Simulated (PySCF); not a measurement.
Gas-phase reaction: Al(CH3)2NH2 + 4 CH ⇌ Al + 2 C3H6 (propylene) + N

Energies from PySCF, thermal terms from the rigid-rotor harmonic-oscillator model, ideal gas at 1 bar. † marks an energy on the PBE0/def2-TZVP geometry and frequencies; other levels use their own. 6-31G* has spherical d functions here. Open shells (unrestricted): CH (multiplicity 2, electronic degeneracy 4), Al (multiplicity 2, electronic degeneracy 6), N (multiplicity 4); the rest are closed-shell singlets. Spin-orbit splitting is ignored; it lowers the true energy and changes the entropy of CH, Al. B3LYP is the form with VWN-RPA correlation. Methyl groups turn as free rotors in Al(CH3)2NH2. Al(CH3)2NH2: computed as isolated molecules; such fragments, hydroxides, amides, oligomers or adducts are transient or little studied in the gas. The harmonic model lacks anharmonicity and excited electronic states, which grow with temperature; levels with a mode under 35 cm⁻¹ are left out. Internal rotation in C3H6 (propylene) is treated as a harmonic vibration of one conformer, which makes the entropy rough. Warning, spin contamination: CH (B3LYP/def2-TZVP†, PBE0/def2-QZVP†, ωB97M-V/def2-TZVP†).

ΔH° and ΔS° at 298 K: B3LYP/6-31G* -1467 kJ, -229 J/K; B3LYP/def2-TZVP† -1387 kJ, -229 J/K; PBE0/def2-QZVP† -1457 kJ, -229 J/K; ωB97M-V/def2-TZVP† -1398 kJ, -229 J/K.

### Question
With the heat capacities included, give log10 K (1 bar) at 500, 600, 800, 1400, 2500 K from B3LYP/6-31G*, B3LYP/def2-TZVP†, PBE0/def2-QZVP†, ωB97M-V/def2-TZVP†.

### Answer
```
T (K)  B3LYP/6-31G*  B3LYP/def2-TZVP†  PBE0/def2-QZVP†  ωB97M-V/def2-TZVP†
-----  ------------  ----------------  ---------------  ------------------
500           140.9             132.6            140.0               133.7
600           115.2             108.3            114.4               109.2
800            83.0              77.8             82.4                78.5
1400           41.6              38.6             41.2                39.0
2500           17.5              15.8             17.3                16.0
```
